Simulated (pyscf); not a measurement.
Thermochemistry of product channels of AsH₂• + H₂O on the doublet surface, in kJ/mol, from ωB97M-D3(BJ)/def2-TZVP energies (ideal gas, 1 atm, RRHO with modes under 100 cm⁻¹ raised to 100, one conformer, R ln 2 for rigid chiral ones). Structures and frequencies: ωB97X-D3(BJ)/def2-SVP in PySCF.

| products | ΔE | ΔH(298 K) | ΔG(298 K) | ΔG(600 K) |
|---|---|---|---|---|
| •O–AsH₂ + H₂ | +171.2 | +153.1 | +159.6 | +165.2 |
| AsH [triplet] + H₂ + OH• | +365.6 | +344.1 | +313.4 | +280.2 |
| HO–AsH• + H₂ | +31.5 | +22.8 | +28.9 | +34.0 |
| AsH₃ + O [triplet] + H• | +625.7 | +597.6 | +575.0 | +550.6 |

These are energies of the channels, which say nothing of barriers. Left out: orbital degeneracy and the spin-orbit lowering of OH, O. Elements up to Kr have no core potential and no relativistic terms here.
